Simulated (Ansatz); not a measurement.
# C2H2S (SMILES C#CS): one structure at several levels

How do the functionals fare away from a minimum? The structure is a structure displaced at random from a GFN2-xTB minimum.

Program: Ansatz 0.2.0, Gaussian basis. Level of theory: single points in def2-TZVPP. These are calculated values, not measurements.

Cores are frozen in the correlated methods. B3LYP uses VWN-RPA correlation.

## 1. Where the work starts

5 atoms, charge 0, spin multiplicity 1.

Atoms are counted from 1 here; the program's logs count them from 0.

Bond lengths: C1–C2 1.303 Å, C1–H4 0.938 Å, C2–S3 1.692 Å, S3–H5 1.323 Å. Angles: C2–C1–H4 143.2°, C1–C2–S3 161.4°, C2–S3–H5 87.7°.

Geometry (Å):

```xyz
5
C2H2S
C    -1.2727   -0.4756   -0.0764
C    -0.0145   -0.1376   -0.0560
S     1.6678   -0.2279    0.0984
H    -2.1429   -0.1394    0.0244
H     1.6975    1.0868   -0.0507
```

## 2. CCSD(T)/def2-TZVPP

The input, run/in.yaml:

```yaml
crystal:
  periodic: [false, false, false]
  atoms:
    - {symbol: C, position_ang: [-1.272700, -0.475600, -0.076400]}
    - {symbol: C, position_ang: [-0.014500, -0.137600, -0.056000]}
    - {symbol: S, position_ang: [1.667800, -0.227900, 0.098400]}
    - {symbol: H, position_ang: [-2.142900, -0.139400, 0.024400]}
    - {symbol: H, position_ang: [1.697500, 1.086800, -0.050700]}
basis:
  gaussian: {orbitals: def2-TZVPP}
correlation: {method: ccsd_t}
output: {forces: true}
```

No record of the launch command was kept for these runs.

## 3. PBE0-D4/def2-TZVPP

Edit run/in.yaml of step 2 so:

```diff
@@ -10,3 +10,3 @@
   gaussian: {orbitals: def2-TZVPP}
-correlation: {method: ccsd_t}
-output: {forces: true}
+hamiltonian: {xc: pbe0, dispersion: d4}
+output: {forces: true, orbitals: {seedname: orbitals}}
```

## 4. wB97M-V/def2-TZVPP

Edit run/in.yaml of step 3 so:

```diff
@@ -10,3 +10,3 @@
   gaussian: {orbitals: def2-TZVPP}
-hamiltonian: {xc: pbe0, dispersion: d4}
-output: {forces: true, orbitals: {seedname: orbitals}}
+hamiltonian: {xc: {name: wB97M-V}}
+output: {forces: true}
```

## 5. r2SCAN-D4/def2-TZVPP

Edit run/in.yaml of step 4 so:

```diff
@@ -10,3 +10,3 @@
   gaussian: {orbitals: def2-TZVPP}
-hamiltonian: {xc: {name: wB97M-V}}
+hamiltonian: {xc: r2scan, dispersion: d4}
 output: {forces: true}
```

## 6. PBE-D4/def2-TZVPP

Edit run/in.yaml of step 5 so:

```diff
@@ -10,3 +10,3 @@
   gaussian: {orbitals: def2-TZVPP}
-hamiltonian: {xc: r2scan, dispersion: d4}
+hamiltonian: {xc: pbe, dispersion: d4}
 output: {forces: true}
```

## 7. B3LYP-D4/def2-TZVPP

Edit run/in.yaml of step 6 so:

```diff
@@ -10,3 +10,3 @@
   gaussian: {orbitals: def2-TZVPP}
-hamiltonian: {xc: pbe, dispersion: d4}
+hamiltonian: {xc: {name: B3LYP}, dispersion: d4}
 output: {forces: true}
```

## 8. revPBE-D4/def2-TZVPP

Edit run/in.yaml of step 7 so:

```diff
@@ -10,3 +10,3 @@
   gaussian: {orbitals: def2-TZVPP}
-hamiltonian: {xc: {name: B3LYP}, dispersion: d4}
+hamiltonian: {xc: {name: revPBE}, dispersion: d4}
 output: {forces: true}
```

(Steps that only read results are left out.)

Q: Predict the outcome of this session. Wanted: energy less free atoms, CCSD(T)/def2-TZVPP; RMS force component; RMS force error; HOMO and LUMO, PBE0-D4; T1 diagnostic.

As calculated:

```
                                  quantity                                                                                              value
energy less free atoms, CCSD(T)/def2-TZVPP                                                                                     -1781.6 kJ/mol
                       RMS force component                                                               4.038 to 4.521 eV/Å over the methods
                           RMS force error  PBE0-D4 0.464, wB97M-V 0.610, r2SCAN-D4 0.298, PBE-D4 0.224, B3LYP-D4 0.390, revPBE-D4 0.209 eV/Å
                    HOMO and LUMO, PBE0-D4                                                                                 -6.87 and -1.14 eV
                             T1 diagnostic                                                                                              0.017
```

In words: Against CCSD(T) the functionals' energies less atoms differ by -137.9 to -47.7 kJ/mol, PBE-D4 by -137.9 kJ/mol. The reference is not at the basis limit: in triple zeta CCSD(T) underbinds, which counts against methods that bind more; the gaps are no ranking. The forces of revPBE-D4 come nearest to CCSD(T), those of wB97M-V are farthest. Frozen-core CCSD(T) forces in triple zeta carry basis errors of their own, and this is one geometry, so small gaps rank nothing. The restricted Hartree–Fock reference is unstable towards an unrestricted one at one or more of these structures.
